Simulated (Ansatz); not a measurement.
**C3H6FNO: basis-set convergence**

Aim: see how fast density functionals converge with the basis set for C3H6FNO.

The runs use Ansatz 0.2.0, Gaussian basis; one geometry, several basis sets.

Plan: PBE0-D4/def2-SVP; ωB97M-V/def2-SVP; PBE0-D4/def2-QZVPP; ωB97M-V/def2-QZVPP; the functionals' def2-TZVPP values are taken from earlier runs.

## (1) The geometry

An earlier PBE0-D4 in a triple-zeta def2 set relaxation fixed the geometry.

SMILES `C[C@@H]1O[C@]1(N)F`, 12 atoms, charge 0, spin multiplicity 1.

Atoms are counted from 1 here; the program's logs count them from 0.

Bond lengths: C1–C2 1.492 Å, C1–H7 1.093 Å, C1–H8 1.093 Å, C1–H9 1.089 Å, C2–O3 1.459 Å, C2–C4 1.463 Å, C2–H10 1.090 Å, O3–C4 1.369 Å, C4–N5 1.404 Å, C4–F6 1.357 Å, N5–H11 1.011 Å, N5–H12 1.009 Å. Angles: C2–C1–H7 110.5°, C2–C1–H8 109.8°, C2–C1–H9 110.9°, H7–C1–H8 108.0°, H7–C1–H9 108.8°, H8–C1–H9 108.7°, C1–C2–O3 116.7°, C1–C2–C4 123.6°, C1–C2–H10 116.1°, O3–C2–C4 55.9°, O3–C2–H10 112.3°, C4–C2–H10 117.0°, C2–O3–C4 62.2°, C2–C4–O3 61.9°, C2–C4–N5 129.0°, C2–C4–F6 116.7°, O3–C4–N5 116.4°, O3–C4–F6 115.6° and more.

Coordinates:

```xyz
12
charge 0, multiplicity 1
C     0.0387   -0.4120    1.7104
C     0.3554   -0.4362    0.2526
O     1.2240    0.6247   -0.2468
C    -0.0720    0.6007   -0.6863
N    -0.2587    0.5138   -2.0753
F    -0.8775    1.5755   -0.1928
H     0.9079   -0.7214    2.2959
H    -0.7769   -1.1076    1.9245
H    -0.2614    0.5862    2.0266
H     0.6087   -1.4095   -0.1676
H    -1.2074    0.2627   -2.3166
H     0.3965   -0.1320   -2.4907
```

## (2) PBE0-D4 in def2-SVP

File in.yaml:

```yaml
crystal:
  periodic: [false, false, false]
  atoms:
    - {symbol: C, position_ang: [0.038658, -0.412027, 1.710406]}
    - {symbol: C, position_ang: [0.355357, -0.436243, 0.252602]}
    - {symbol: O, position_ang: [1.223983, 0.624663, -0.246848]}
    - {symbol: C, position_ang: [-0.072039, 0.600689, -0.686332]}
    - {symbol: N, position_ang: [-0.258719, 0.513827, -2.075252]}
    - {symbol: F, position_ang: [-0.877543, 1.575511, -0.192820]}
    - {symbol: H, position_ang: [0.907903, -0.721417, 2.295942]}
    - {symbol: H, position_ang: [-0.776899, -1.107619, 1.924541]}
    - {symbol: H, position_ang: [-0.261369, 0.586209, 2.026611]}
    - {symbol: H, position_ang: [0.608725, -1.409491, -0.167648]}
    - {symbol: H, position_ang: [-1.207419, 0.262705, -2.316569]}
    - {symbol: H, position_ang: [0.396463, -0.132008, -2.490732]}
basis:
  gaussian: {orbitals: def2-SVP}
hamiltonian: {xc: pbe0, dispersion: d4}
output: {orbitals: {seedname: orbitals}}
```

On the command line:

```sh
$ ansatz run in.yaml --threads 4 --pin off --events-out ev --progress --plain --max-ram 10444MiB
```

The runs that follow: ωB97M-V in def2-SVP; PBE0-D4 in def2-QZVPP; ωB97M-V in def2-QZVPP.

Before running them: what should the planned runs give, taken together? Wanted: PBE0-D4: double and triple zeta above quadruple; ωB97M-V: double and triple zeta above quadruple.

The runs gave:

| quantity | value |
| --- | --- |
| PBE0-D4: double and triple zeta above quadruple | 11.50, 0.52 eV |
| ωB97M-V: double and triple zeta above quadruple | 11.83, 0.49 eV |

PBE0-D4 gains 10.99 eV from double to triple zeta, then 0.52 eV more. These are total energies; as a rule much of such shifts cancels in differences, which this series doesn't test. The LUMO of ωB97M-V is positive and keeps falling with the basis (3.36 to 1.63 eV): an unbound level that the basis holds in place.
